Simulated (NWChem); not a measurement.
Everything below was run with NWChem. System: OS, charge 0, spin multiplicity 3, at a geometry optimised with UB3LYP/def2-SVP. The structure started from a generated list of species. Its SCF solution wasn't tested for a lower state. Level: ROCCSD(T)/def2-TZVP, 6 core orbitals frozen.

Output (cleaned and shortened):

```
             Northwest Computational Chemistry Package (NWChem) 7.3.0
             --------------------------------------------------------

                                NWChem Input Module
                                -------------------

 Scaling coordinates for geometry "geometry" by  1.889725989
 (inverse scale =  0.529177249)

 Turning off AUTOSYM since
 SYMMETRY directive was detected!

                             Geometry "geometry" -> ""
                             -------------------------

 Output coordinates in angstroms (scale by  1.889725989 to convert to a.u.)

  No.       Tag          Charge          X              Y              Z
 ---- ---------------- ---------- -------------- -------------- --------------
    1 O                    8.0000     0.00000000     0.00000000     1.00888300
    2 S                   16.0000     0.00000000     0.00000000    -0.50444200

 Effective nuclear repulsion energy (a.u.)      44.7588507901

            Nuclear Dipole moment (a.u.)
            ----------------------------
        X                 Y               Z
 ---------------- ---------------- ----------------
     0.0000000000     0.0000000000    -0.0000151178

      Symmetry information
      --------------------

 Group name             C2v
 Group number             16
 Group order               4
 No. of unique centers     2

      Symmetry unique atoms

     1    2


 Summary of "ao basis" -> "" (spherical)
 ------------------------------------------------------------------------------
       Tag                 Description            Shells   Functions and Types
 ---------------- ------------------------------  ------  ---------------------
 *                         def2-tzvp                  on all atoms

 Summary of "ao basis" -> "ao basis" (spherical)
 ------------------------------------------------------------------------------
       Tag                 Description            Shells   Functions and Types
 ---------------- ------------------------------  ------  ---------------------
 O                         def2-tzvp                11       31   5s3p2d1f
 S                         def2-tzvp                13       37   5s5p2d1f

                                 NWChem SCF Module
                                 -----------------

  ao basis        = "ao basis"
  functions       =    68
  atoms           =     2
  closed shells   =    11
  open shells     =     2
  charge          =   0.00
[...]
                   ---------------------------------------------


            General Information
            -------------------
      Number of processors :     1
         Wavefunction type : Restricted open-shell Hartree-Fock
          No. of electrons :    24
           Alpha electrons :    13
            Beta electrons :    11
           No. of orbitals :   136
            Alpha orbitals :    68
             Beta orbitals :    68
        Alpha frozen cores :     6
         Beta frozen cores :     6
     Alpha frozen virtuals :     0
      Beta frozen virtuals :     0
         Spin multiplicity : triplet
    Number of AO functions :    68
       Number of AO shells :    24
        Use of symmetry is : on
      Symmetry adaption is : on
         Schwarz screening : 0.10D-09

          Correlation Information
          -----------------------
          Calculation type : Coupled-cluster singles & doubles w/ perturbation
   Perturbative correction : (T)
            Max iterations :      100
        Residual threshold : 0.10D-05
     T(0) DIIS level shift : 0.00D+00
     L(0) DIIS level shift : 0.00D+00
     T(1) DIIS level shift : 0.00D+00
     L(1) DIIS level shift : 0.00D+00
     T(R) DIIS level shift : 0.00D+00
     T(I) DIIS level shift : 0.00D+00
   CC-T/L Amplitude update :  5-th order DIIS
                I/O scheme : Global Array Library
        L-threshold :  0.10D-05
        EOM-threshold :  0.10D-05
 no EOMCCSD initial starts read in
 TCE RESTART OPTIONS
 SLICE:      F
 D4D5:       F
 quantumc:   F
 qrotation:  F
 pwtce:      F
 qducc:      F
 nacto:                         0
 nrotv:                         0
 nrot:                          0

            Memory Information
            ------------------
          Available GA space size is     249027552 doubles
          Available MA space size is     104850588 doubles

 Maximum block size supplied by input
 Maximum block size        24 doubles

 tile_dim =     23

 -------------------------------------------------

 Global array virtual files algorithm will be used

 Parallel file system coherency ......... OK

 4-electron integrals stored in orbital form

 v2    file size   =          1137091
 4-index algorithm nr.  13 is used
 imaxsize =       30
 imaxsize ichop =        0


CCSD iterations
 ---------------------------------------------------------
 Iter          Residuum       Correlation     Cpu    Wall
 ---------------------------------------------------------
    1   0.2546455690037  -0.4204201049628     0.3     0.3
    2   0.0828831701372  -0.3819873278147     0.3     0.3
    3   0.0495105124022  -0.4108891099029     0.3     0.3
    4   0.0327607534545  -0.3986490302337     0.3     0.3
    5   0.0258874031067  -0.4073953843010     0.3     0.3
    6   0.0031393009368  -0.4046279076129     0.3     0.3
    7   0.0020037883941  -0.4043779774385     0.3     0.3
    8   0.0008866039274  -0.4044909282953     0.3     0.3
    9   0.0009469875738  -0.4044189998716     0.3     0.3
   10   0.0004681453376  -0.4045144895478     0.3     0.3
   11   0.0001051774758  -0.4045082622655     0.3     0.3
   12   0.0000504799540  -0.4044923139871     0.4     0.4
   13   0.0000257573711  -0.4045004572726     0.3     0.3
   14   0.0000218983069  -0.4044957221350     0.3     0.3
   15   0.0000125297867  -0.4044991082348     0.3     0.3
   16   0.0000030431774  -0.4044977834011     0.3     0.3
   17   0.0000021455806  -0.4044977745331     0.3     0.3
   18   0.0000009604908  -0.4044978293290     0.3     0.3
 -----------------------------------------------------------------
 Iterations converged
 CCSD correlation energy / hartree =        -0.404497829329045
 CCSD total energy / hartree       =      -472.787714557578568

 Singles contributions

 Doubles contributions
 CCSD(T)
 Using plain CCSD(T) code
             total no. of tasks         1631
 total no. of tasks / no. procs         1631
                         wl_min            1           1.0
                         wl_max       328509           8.3
        thresh for no. of tasks         1631

 CCSD[T]  correction energy / hartree =        -0.022632726538154
 CCSD[T] correlation energy / hartree =        -0.427130555867199
 CCSD[T] total energy / hartree       =      -472.810347284116745
 CCSD(T)  correction energy / hartree =        -0.021126758215698
 CCSD(T) correlation energy / hartree =        -0.425624587544743
 CCSD(T) total energy / hartree       =      -472.808841315794268

 Task  times  cpu:        9.8s     wall:        9.8s

 Total times  cpu:        9.8s     wall:        9.8s
```

### Question
Write an NWChem input that would produce this output.

### Answer
Several could match; the one computed here: 
```
start mol
memory heap 100 mb stack 700 mb global 1900 mb
geometry units angstroms nocenter noautoz
  O      0.000000     0.000000     1.008883
  S      0.000000     0.000000    -0.504442
  symmetry group C2v
end
basis spherical
  * library def2-tzvp
end
scf
  rohf
  nopen 2
  maxiter 100
  thresh 1e-7
  semidirect memsize 60000000 filesize 0
  # guess.movecs holds the orbitals of an unrestricted PBE0 run
  vectors input guess.movecs output mol.movecs
end
tce
  freeze core 6
  ccsd(t)
  2eorb
  2emet 13
  thresh 1e-6
  maxiter 100
  tilesize 24
end
task tce energy
```
